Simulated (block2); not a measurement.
# BSiH5 (boranylsilane) at DMRG/STO-3G, part 1 of 2

What is the energy change on altering one bond length of BSiH5 (boranylsilane) at DMRG/STO-3G? 

The calculation is run with block2 0.5.4.

3 further runs of the same task are left out: 2 that didn't finish, 1 set aside as unsound or not needed.

### 1 Starting point

The species is BSiH5 (7 atoms), meant as a singlet with charge 0. SMILES: `B[SiH3]`. Geometry: relaxed at PBE0-D4/def2-TZVP.

Bond lengths: B1–Si2 2.010 Å, B1–H3 1.196 Å, B1–H4 1.195 Å, Si2–H5 1.492 Å, Si2–H6 1.492 Å, Si2–H7 1.487 Å. Angles: B1–Si2–H5 108.8°, B1–Si2–H6 108.8°, B1–Si2–H7 115.1°, Si2–B1–H3 118.9°, Si2–B1–H4 123.6°, H5–Si2–H6 107.3°, H5–Si2–H7 108.3°, H6–Si2–H7 108.3°, H3–B1–H4 117.5°.

### 2 A single-point energy at DMRG/STO-3G

integrals.py reads:

```python
from pyscf import ao2mo, cc, dft, gto, mcscf, mp, scf
from pyscf.tools import fcidump

mol = gto.M(atom="""
B     -0.08163617    -2.24688436     0.38607105
Si     0.16837460     1.48400193    -0.28062433
H     -2.12783162    -3.19477099     0.54820955
H      1.71284776    -3.59520395     0.63381414
H     -1.16407129     2.06622654    -2.69701713
H     -1.17843321     2.86614761     1.77558667
H      2.78640117     2.49217081    -0.45258941
""", basis="sto-3g", unit="bohr", spin=0, verbose=4)
print("basis functions               : %d" % (mol.nao))
mf = scf.RHF(mol)
mf.conv_tol = 1e-10
mf.max_cycle = 200
mf.kernel()
if not mf.converged:
    mf = mf.newton().run(mf.mo_coeff, mf.mo_occ)
print("SCF energy                    : %.10f" % (mf.e_tot))
ref = mf
pt = mp.MP2(ref, frozen=6).run()
mycc = cc.CCSD(ref, frozen=6)
mycc.max_cycle = 150
mycc.kernel()
print(f"MP2 total energy              : {pt.e_tot:.10f}")
if mycc.converged:
    print(f"CCSD total energy             : {mycc.e_tot:.10f}")
    print(f"E(CCSD(T))                    : {mycc.e_tot + mycc.ccsd_t():.10f}")
    print(f"T1 diagnostic                 : {mycc.get_t1_diagnostic():.4f}")
ks = dft.RKS(mol, xc="blyp").set(conv_tol=1e-9, verbose=3).run()
if ks.converged:
    print(f"E(BLYP)                       : {ks.e_tot:.8f}")
ks = dft.RKS(mol, xc="lda,vwn5").set(conv_tol=1e-9, verbose=3).run()
if ks.converged:
    print("E(SVWN5)                      : %.8f" % (ks.e_tot))
ks = dft.RKS(mol, xc="bhandhlyp").set(conv_tol=1e-9, verbose=3).run()
if ks.converged:
    print(f"E(BHLYP)                      : {ks.e_tot:.8f}")
cas = mcscf.CASCI(mf, 13, 12)
h1, ecore = cas.get_h1eff()
fcidump.from_integrals("FCIDUMP", h1, cas.get_h2eff(), 13, 12, nuc=ecore, ms=0)
```

block.conf reads:

```
sym c1
orbitals FCIDUMP
nelec 12
spin 0
irrep 1
schedule
0 12 1E-09 1E-03
4 25 1E-09 1E-04
6 50 1E-09 1E-04
9 100 1E-09 1E-05
13 100 1E-10 0.0
end
maxiter 19
sweep_tol 1E-07
gaopt default
mem 2g
num_thrds 1
prefix ./tmp
outputlevel 1
onepdm
```

Started as:

```sh
$ python integrals.py && block2main block.conf
```

Standard output:

```text
$ python integrals.py

[INPUT] verbose = 4
[INPUT] num. atoms = 7
[INPUT] num. electrons = 24
[INPUT] charge = 0
[INPUT] spin (= nelec alpha-beta = 2S) = 0
[INPUT] symmetry False subgroup None
[INPUT] Mole.unit = bohr
[INPUT] Symbol           X                Y                Z      unit          X                Y                Z       unit  Magmom
[INPUT]  1 B     -0.043200000751  -1.188999998885   0.204300001456 AA   -0.081636170000  -2.246884360000   0.386071050000 Bohr   0.0
[INPUT]  2 Si     0.089100001218   0.785300002317  -0.148500000266 AA    0.168374600000   1.484001930000  -0.280624330000 Bohr   0.0
[INPUT]  3 H     -1.126000001979  -1.690600002016   0.290100000669 AA   -2.127831620000  -3.194770990000   0.548209550000 Bohr   0.0
[INPUT]  4 H      0.906400000367  -1.902499998950   0.335399998847 AA    1.712847760000  -3.595203950000   0.633814140000 Bohr   0.0
[INPUT]  5 H     -0.615999998554   1.093399997566  -1.427200002657 AA   -1.164071290000   2.066226540000  -2.697017130000 Bohr   0.0
[INPUT]  6 H     -0.623599999323   1.516699998345   0.939600001777 AA   -1.178433210000   2.866147610000   1.775586670000 Bohr   0.0
[INPUT]  7 H      1.474499999645   1.318799998372  -0.239500001676 AA    2.786401170000   2.492170810000  -0.452589410000 Bohr   0.0

nuclear repulsion = 47.5644489409826
number of shells = 13
number of NR pGTOs = 57
number of NR cGTOs = 19
basis = sto-3g
ecp = {}
CPU time:         0.59
basis functions               : 19

******** <class 'pyscf.scf.hf.RHF'> ********
method = RHF
initial guess = minao
damping factor = 0
level_shift factor = 0
DIIS = <class 'pyscf.scf.diis.CDIIS'>
diis_start_cycle = 1
diis_space = 8
diis_damp = 0
SCF conv_tol = 1e-10
SCF conv_tol_grad = None
SCF max_cycles = 200
direct_scf = True
direct_scf_tol = 1e-13
chkfile to save SCF result = tmpxn83f5al
max_memory 1800 MB (current use 107 MB)
Set gradient conv threshold to 1e-05
Initial guess from minao.
init E= -312.272414140748
  HOMO = -0.238927565126443  LUMO = 0.0917887563807669  gap/eV = 8.99925
cycle= 1 E= -312.822873114354  delta_E= -0.55  |g|= 0.185  |ddm|= 2.55
  HOMO = -0.35796315348752  LUMO = 0.201812585194131  gap/eV = 15.23227
cycle= 2 E= -312.841211611549  delta_E= -0.0183  |g|= 0.0464  |ddm|= 0.362
  HOMO = -0.348666420461728  LUMO = 0.236121056243374  gap/eV = 15.91288
cycle= 3 E= -312.842466946779  delta_E= -0.00126  |g|= 0.00602  |ddm|= 0.106
  HOMO = -0.352223317430003  LUMO = 0.230408971466647  gap/eV = 15.85423
cycle= 4 E= -312.842489350128  delta_E= -2.24e-05  |g|= 0.000548  |ddm|= 0.0149
  HOMO = -0.35231828762711  LUMO = 0.230489907950118  gap/eV = 15.85902
cycle= 5 E= -312.842489571548  delta_E= -2.21e-07  |g|= 8.64e-05  |ddm|= 0.00125
  HOMO = -0.352293535232012  LUMO = 0.230541798196052  gap/eV = 15.85976
cycle= 6 E= -312.842489577859  delta_E= -6.31e-09  |g|= 1.28e-05  |ddm|= 0.000226
  HOMO = -0.3522957922366  LUMO = 0.230544800047823  gap/eV = 15.85990
cycle= 7 E= -312.842489577988  delta_E= -1.29e-10  |g|= 1.14e-06  |ddm|= 3.39e-05
  HOMO = -0.352295554213045  LUMO = 0.230544818238479  gap/eV = 15.85989
cycle= 8 E= -312.842489577989  delta_E= -1.59e-12  |g|= 9.42e-08  |ddm|= 2.87e-06
  HOMO = -0.352295564170542  LUMO = 0.230544834239026  gap/eV = 15.85990
Extra cycle  E= -312.842489577989  delta_E= 5.12e-13  |g|= 2.36e-08  |ddm|= 1.77e-07
converged SCF energy = -312.842489577989
SCF energy                    : -312.8424895780

******** <class 'pyscf.mp.mp2.RMP2'> ********
nocc = 6, nmo = 13
frozen orbitals 6
max_memory 1800 MB (current use 123 MB)
E(RMP2) = -312.917878653813  E_corr = -0.0753890758241325
E(SCS-RMP2) = -312.930281153403  E_corr = -0.0877915754139522
E_corr(same-spin) = -0.00308690258654625
E_corr(oppo-spin) = -0.0723021732375862

******** <class 'pyscf.cc.ccsd.CCSD'> ********
CC2 = 0
CCSD nocc = 6, nmo = 13
frozen orbitals 6
max_cycle = 150
direct = 0
conv_tol = 1e-07
conv_tol_normt = 1e-05
diis_space = 6
diis_start_cycle = 0
diis_start_energy_diff = 1e+09
max_memory 1800 MB (current use 123 MB)
Init t2, MP2 energy = -312.917878653772  E_corr(MP2) -0.0753890757826325
Init E_corr(CCSD) = -0.0753890757826328
cycle = 1  E_corr(CCSD) = -0.0978386899475643  dE = -0.0224496142  norm(t1,t2) = 0.0484831
cycle = 2  E_corr(CCSD) = -0.105384478527573  dE = -0.00754578858  norm(t1,t2) = 0.0178402
cycle = 3  E_corr(CCSD) = -0.109661090426779  dE = -0.0042766119  norm(t1,t2) = 0.00703711
cycle = 4  E_corr(CCSD) = -0.109742974355949  dE = -8.18839292e-05  norm(t1,t2) = 0.00112589
cycle = 5  E_corr(CCSD) = -0.109729292939202  dE = 1.36814167e-05  norm(t1,t2) = 0.000466664
cycle = 6  E_corr(CCSD) = -0.109731676451578  dE = -2.38351238e-06  norm(t1,t2) = 9.97093e-05
cycle = 7  E_corr(CCSD) = -0.109729966437536  dE = 1.71001404e-06  norm(t1,t2) = 2.68908e-05
cycle = 8  E_corr(CCSD) = -0.109730070825451  dE = -1.04387915e-07  norm(t1,t2) = 7.65606e-06
cycle = 9  E_corr(CCSD) = -0.109730040854434  dE = 2.9971017e-08  norm(t1,t2) = 2.10866e-06
CCSD converged
E(CCSD) = -312.9522196188433  E_corr = -0.1097300408544344
MP2 total energy              : -312.9178786538
CCSD total energy             : -312.9522196188
CCSD(T) correction = -0.000812216119129078
E(CCSD(T))                    : -312.9530318350
T1 diagnostic                 : 0.0055
radial grids:
    Treutler-Ahlrichs [JCP 102, 346 (1995); DOI:10.1063/1.469408] (M4) radial grids

becke partition: Becke, JCP 88, 2547 (1988); DOI:10.1063/1.454033
pruning grids: <function nwchem_prune at 0x7a802558fb00>
grids dens level: 3
symmetrized grids: False
atomic radii adjust function: <function treutler_atomic_radii_adjust at 0x7a80255c00e0>
tot grids = 82272
converged SCF energy = -313.563251324567
E(BLYP)                       : -313.56325132
radial grids:
    Treutler-Ahlrichs [JCP 102, 346 (1995); DOI:10.1063/1.469408] (M4) radial grids

becke partition: Becke, JCP 88, 2547 (1988); DOI:10.1063/1.454033
pruning grids: <function nwchem_prune at 0x7a802558fb00>
grids dens level: 3
symmetrized grids: False
atomic radii adjust function: <function treutler_atomic_radii_adjust at 0x7a80255c00e0>
tot grids = 82272
converged SCF energy = -312.084304311553
E(SVWN5)                      : -312.08430431
radial grids:
    Treutler-Ahlrichs [JCP 102, 346 (1995); DOI:10.1063/1.469408] (M4) radial grids

becke partition: Becke, JCP 88, 2547 (1988); DOI:10.1063/1.454033
pruning grids: <function nwchem_prune at 0x7a802558fb00>
grids dens level: 3
symmetrized grids: False
atomic radii adjust function: <function treutler_atomic_radii_adjust at 0x7a80255c00e0>
tot grids = 82272
converged SCF energy = -313.614758049205
E(BHLYP)                      : -313.61475805

$ block2main block.conf

********************************** INPUT START **********************************
sym                                                             c1
orbitals                                                   FCIDUMP
nelec                                                           12
spin                                                             0
irrep                                                            1
maxiter                                                         19
sweep_tol                                                    1E-07
gaopt                                                      default
mem                                                             2g
num_thrds                                                        1
prefix                                                       ./tmp
outputlevel                                                      1
onepdm
schedule                  Sweep   0-   3 : Mmps =    12 Noise =     0.001 DavTol =     1e-09
                          Sweep   4-   5 : Mmps =    25 Noise =    0.0001 DavTol =     1e-09
                          Sweep   6-   8 : Mmps =    50 Noise =    0.0001 DavTol =     1e-09
                          Sweep   9-  12 : Mmps =   100 Noise =     1e-05 DavTol =     1e-09
                          Sweep  13-  18 : Mmps =   100 Noise =         0 DavTol =     1e-10
********************************** INPUT END   **********************************

SPIN ADAPTED - REAL DOMAIN - DOUBLE PREC
qc mpo type =  QCTypes.Conventional
 UseMainStack = 0 MinDiskUsage = 1 MinMemUsage = 0 IBuf = 0 OBuf = 0
 FPCompression: prec = 1.00e-16 chunk = 1024
 IMain = 0 B / 134 MB DMain = 0 B / 687 MB ISeco = 0 B / 57.2 MB DSeco = 0 B / 1.01 GB
 OpenMP = 1 TBB = 0 BLIS = 0 MKL = GNU 2024.0.2 SeqType = Tasked AlignType = None MKLIntLen = 4
 THREADING = 2 layers : Global | Operator BatchedGEMM
 NUMBER : Global = 1 Operator = 1 Quanta = 0 MKL = 1
 COMPLEX = 1 SINGLE-PREC = 1 KSYMM = 0
using gaopt reorder =  [11  6 12  2  1  5  0  4  7  8  9  3 10]
read integral finished 3.3979269391857088
integral sym error =            0
MinMPOMemUsage =  False
MPS =  CCRRRRRRRRRRR 0 2 < N=12 S=0 PG=0 >
GS INIT MPS BOND DIMS =       1     3    10    20    19    28    32    32    28    19    20    10     3     1
pre-mpo memory usage =  168 MB
build mpo start ...
build mpo finished ... Tread = 0.000 Twrite = 0.000 T = 0.014
simpl mpo start ...
simpl mpo finished ... Tread = 0.000 Twrite = 0.000 T = 0.044
GS MPO BOND DIMS =      18    25    36    51    70    93    93    70    51    36    25    18     1
build 1pdm mpo 3.490371201187372
build identity mpo 3.491668976843357
memory usage =  183 MB
para mpo finished 3.492258240003139
env init finished 3.554085882846266

Sweep =    0 | Direction =  forward | Bond dimension =   12 | Noise =  1.00e-03 | Dav threshold =  1.00e-09
Time elapsed =      0.261 | E =    -312.4678528992 | DW = 3.43035e-04

Sweep =    1 | Direction = backward | Bond dimension =   12 | Noise =  1.00e-03 | Dav threshold =  1.00e-09
Time elapsed =      0.418 | E =    -312.7140603822 | DE = -2.46e-01 | DW = 1.91841e-03

Sweep =    2 | Direction =  forward | Bond dimension =   12 | Noise =  1.00e-03 | Dav threshold =  1.00e-09
Time elapsed =      0.553 | E =    -312.9010353295 | DE = -1.87e-01 | DW = 7.26002e-04

Sweep =    3 | Direction = backward | Bond dimension =   12 | Noise =  1.00e-03 | Dav threshold =  1.00e-09
Time elapsed =      0.697 | E =    -312.9139632407 | DE = -1.29e-02 | DW = 1.35383e-03

Sweep =    4 | Direction =  forward | Bond dimension =   25 | Noise =  1.00e-04 | Dav threshold =  1.00e-09
Time elapsed =      0.950 | E =    -312.9324060448 | DE = -1.84e-02 | DW = 2.68045e-05

Sweep =    5 | Direction = backward | Bond dimension =   25 | Noise =  1.00e-04 | Dav threshold =  1.00e-09
Time elapsed =      1.175 | E =    -312.9451088452 | DE = -1.27e-02 | DW = 2.05809e-04

Sweep =    6 | Direction =  forward | Bond dimension =   50 | Noise =  1.00e-04 | Dav threshold =  1.00e-09
Time elapsed =      1.572 | E =    -312.9494817266 | DE = -4.37e-03 | DW = 1.86069e-05

Sweep =    7 | Direction = backward | Bond dimension =   50 | Noise =  1.00e-04 | Dav threshold =  1.00e-09
Time elapsed =      2.170 | E =    -312.9513651927 | DE = -1.88e-03 | DW = 6.57877e-05

Sweep =    8 | Direction =  forward | Bond dimension =   50 | Noise =  1.00e-04 | Dav threshold =  1.00e-09
Time elapsed =      2.675 | E =    -312.9515994184 | DE = -2.34e-04 | DW = 7.71257e-05

Sweep =    9 | Direction = backward | Bond dimension =  100 | Noise =  1.00e-05 | Dav threshold =  1.00e-09
Time elapsed =      3.440 | E =    -312.9525750227 | DE = -9.76e-04 | DW = 1.09228e-05

Sweep =   10 | Direction =  forward | Bond dimension =  100 | Noise =  1.00e-05 | Dav threshold =  1.00e-09
Time elapsed =      4.511 | E =    -312.9528121358 | DE = -2.37e-04 | DW = 2.68511e-05

Sweep =   11 | Direction = backward | Bond dimension =  100 | Noise =  1.00e-05 | Dav threshold =  1.00e-09
Time elapsed =      5.583 | E =    -312.9528942589 | DE = -8.21e-05 | DW = 3.28737e-05

Sweep =   12 | Direction =  forward | Bond dimension =  100 | Noise =  1.00e-05 | Dav threshold =  1.00e-09
Time elapsed =      6.709 | E =    -312.9529001817 | DE = -5.92e-06 | DW = 3.26280e-05

Sweep =   13 | Direction = backward | Bond dimension =  100 | Noise =  0.00e+00 | Dav threshold =  1.00e-10
Time elapsed =      7.675 | E =    -312.9529061484 | DE = -5.97e-06 | DW = 3.14850e-05

Sweep =   14 | Direction =  forward | Bond dimension =  100 | Noise =  0.00e+00 | Dav threshold =  1.00e-10
Time elapsed =      8.510 | E =    -312.9529065710 | DE = -4.23e-07 | DW = 3.14903e-05

Sweep =   15 | Direction = backward | Bond dimension =  100 | Noise =  0.00e+00 | Dav threshold =  1.00e-10
Time elapsed =      9.394 | E =    -312.9529066680 | DE = -9.71e-08 | DW = 3.14461e-05

Final canonical form =  CRRRRRRRRRRRR 0
DMRG Energy = -312.952906668033620
npdm string = ['(C+D)0']

Build NPDM MPO | Nsites =    13 | Nmaxops =  2 | SymbolFree = T | Cutoff = 0.00e+00
 Site =     0 /    13 .. L =        4 R =        1 M =            0 Tmid = 0.000 T = 0.000
 Site =     1 /    13 .. L =        4 R =       25 M =           25 Tmid = 0.000 T = 0.000
 Site =     2 /    13 .. L =        4 R =       23 M =           23 Tmid = 0.000 T = 0.000
 Site =     3 /    13 .. L =        4 R =       21 M =           21 Tmid = 0.000 T = 0.000
 Site =     4 /    13 .. L =        4 R =       19 M =           19 Tmid = 0.000 T = 0.000
 Site =     5 /    13 .. L =        4 R =       17 M =           17 Tmid = 0.000 T = 0.000
 Site =     6 /    13 .. L =        4 R =       15 M =           15 Tmid = 0.000 T = 0.000
 Site =     7 /    13 .. L =        4 R =       13 M =           13 Tmid = 0.000 T = 0.000
 Site =     8 /    13 .. L =        4 R =       11 M =           11 Tmid = 0.000 T = 0.000
 Site =     9 /    13 .. L =        4 R =        9 M =            9 Tmid = 0.000 T = 0.000
 Site =    10 /    13 .. L =        4 R =        7 M =            7 Tmid = 0.000 T = 0.000
 Site =    11 /    13 .. L =        4 R =        5 M =            5 Tmid = 0.000 T = 0.000
 Site =    12 /    13 .. L =        1 R =        4 M =            4 Tmid = 0.000 T = 0.000
Ttotal =      0.000

Expectation | Direction =  forward | BRA bond dimension =  100 | KET bond dimension =  100
Time elapsed =      0.056
NPDM Sorting | Nsites =    13 | Nmaxops =  2 | DotSite = 2 | SymbolFree = T | Compressed = T | LowMem = F | Mem = 1.32 KB
Ttotal =      0.000

DMRG OCC =   1.982 1.978 1.977 1.967 1.969 1.969 0.015 0.030 0.028 0.024 0.023 0.020 0.018
```

Wall time 20 s (1 thread of Intel Xeon Platinum 8259CL at 2.50GHz (Skylake/Cascade Lake), shared host); peak memory 0.21 GiB.

(Continued in part 2 of 2.)
